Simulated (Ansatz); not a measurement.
System: diamond-structure Ge. Method: r²SCANh (plane waves, PAW; Ansatz, a quantum-chemistry and plane-wave program).

Numerical settings: plane-wave cutoff 520 eV, 8×8×8 k mesh, Fermi–Dirac smearing 0.01 eV, scalar-relativistic PAW data made under PBE.

Properties against volume:

```tsv
V (Å³/atom)	P (GPa)	direct gap at Γ (eV)
21.470	4.53	1.434
22.035	2.18	1.156
22.600	0.15	0.889
22.974	-1.05	0.718
23.730	-3.16	0.385
```

A straight line through the gaps at Γ against ln V gives a volume deformation potential dE_g(Γ)/d ln V of -10.5 eV: the gap at Γ widens under compression.

Measured, for comparison: band gap 0.79 eV (measured zero-point renormalisation of 52 meV added back here; inputs from Miglio et al. (2020), arXiv:2011.12765).

Spin–orbit coupling is not included.
